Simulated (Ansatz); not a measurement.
# How far a parabola holds: energy against volume of rock-salt HfC

We consider rock-salt HfC, described by PBE in Ansatz (PAW). Run with plane-wave cutoff 520 eV, 20×20×20 k mesh, Fermi–Dirac smearing 0.05 eV, scalar-relativistic PAW data made under PBE. The cell has no free parameter but its volume, all volumes share cutoff and mesh, and the runs aren't spin-polarised. Energies are free energies at the run's smearing, counted from the lowest row; static lattice.

```csv
V (Å³/atom),E (meV/atom)
11.822,?
12.074,15.76
12.325,3.82
12.577,0.00
12.828,3.53
13.080,13.73
```

Q: Fit E against V with a parabola, and predict the withheld value at V = 11.822.

A: With u = V - 12.6, the rows have u = -0.5260, -0.2750, -0.0230, 0.2280, 0.4800. Least squares gives E = -0.017 + 0.964·u + 58.303·u². Residuals (row less fit): 0.153, -0.307, 0.008, 0.296, -0.149; standard error 0.337 (degrees of freedom: 2). The fitted curve has its minimum at V = 12.6, where E = -0.02. Its curvature is d²E/dV² = 2 × 58.303 meV/Å⁶, so B = V0·d²E/dV² × 0.1602 = 235 GPa. At the withheld row, u = -0.7780, so E = -0.017 + 0.964 × (-0.7780) + 58.303 × (-0.7780)² = 34.523 meV/atom. The calculation gives 36.66 meV/atom, 2.137 meV/atom above the prediction (5.8 % of the range of E in the table). The row lies outside the fitted rows, so this is an extrapolation. From the scatter of the fitted rows alone, a prediction at this place has a standard error of 0.799 meV/atom, so the miss is 2.7 times that.

The residuals are curvature that a parabola lacks, not noise. A solid that stiffens under compression and softens on expansion lies above the parabola at the compressed end and under it at the expanded end, as this row does. A third-order Birch-Murnaghan fit to the whole scan has B0 = 234 GPa. Only scans are tabulated whose curvature falls smoothly with volume, and where the parabola meets the shown rows within 5 % of their range and misses the end by 0.1 meV or more.

Measured, for comparison: bulk modulus 242 GPa (room temperature, no zero-point or thermal correction, sources range from 242 to 286; as tabulated in Synthesis of Binary Transition Metal Nitrides, Carbides and Borides from the …). Computed less measured: bulk modulus -3.3 % (-3.3 % to -18 % over the range).

Spin–orbit coupling is not included.

Ansatz is a first-principles code.
